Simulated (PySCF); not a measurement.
Species: cyclopropane, C3H6.
InChI=1S/C3H6/c1-2-3-1/h1-3H2

The closed-shell ground state was solved at several levels (PySCF, density fitting, gas phase, non-relativistic). Geometry: GFN2-xTB; no solvent, vibrations or thermal averaging. The dipole stays under 0.02 D at every level.

```json
{"level": "B3LYP/pcJ-1", "basis functions": "141", "HOMO (eV)": "-8.17", "LUMO (eV)": "1.52", "gap (eV)": "9.69"}
{"level": "PBE0/def2-SVPD", "basis functions": "108", "HOMO (eV)": "-8.46", "LUMO (eV)": "1.10", "gap (eV)": "9.56"}
```

(1) Estimate the row for PBE0/pcSseg-1, a basis of 81 functions; the other rows only guide the guess.

(2) Over all these levels, which gives the widest orbital gap and which the narrowest?

## Answers

(1) HOMO -8.44 eV, LUMO 1.82 eV, gap 10.26 eV.

(2) PBE0/pcSseg-1 has the widest, 10.26 eV, and PBE0/def2-SVPD the narrowest, 9.56 eV. The two share the functional. From the narrowest to the widest the HOMO moves by +0.02 eV and the LUMO by +0.72 eV.
